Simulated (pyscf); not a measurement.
H₃C–Ga(CH₃)–NH₂ + H• → H₃C–Ga(CH₃)–NH• + H₂ (hydrogen abstraction; doublet surface; H–N broken, H–H formed). Single points on ωB97X-D3(BJ)/def2-SVP structures (PySCF, gas phase). Rate constants from transition-state theory, ωB97M-D3(BJ)/def2-TZVP energies (ideal gas, 1 atm, RRHO with modes under 100 cm⁻¹ raised to 100, one conformer, R ln 2 for chiral ones without a mode under 150 cm⁻¹; no tunnelling), k in cm³ molecule⁻¹ s⁻¹.

```
T (K)  1000/T  log10 k
-----  ------  -------
298     3.354   -22.26
600     1.667   -16.17
900     1.111        ?
1200    0.833   -12.94
```

Question: Fit an Arrhenius line to the three values, give the activation energy, and predict k at 900 K.

Answer: Least squares gives log10 k = -9.93 − 3.68 × 1000/T, so Ea = 3.68 × ln 10 × 1.987 = 16.8 kcal/mol, against an electronic barrier of 17.2. At 900 K the line gives -14.02; the computed value is -14.06 (ΔG‡ = 34.7 kcal/mol), close to the line. This is the saddle that the search found; another between the same sides may lie lower. The angle at the transferred H is 157°. Elements up to Kr have no core potential and no relativistic terms here.
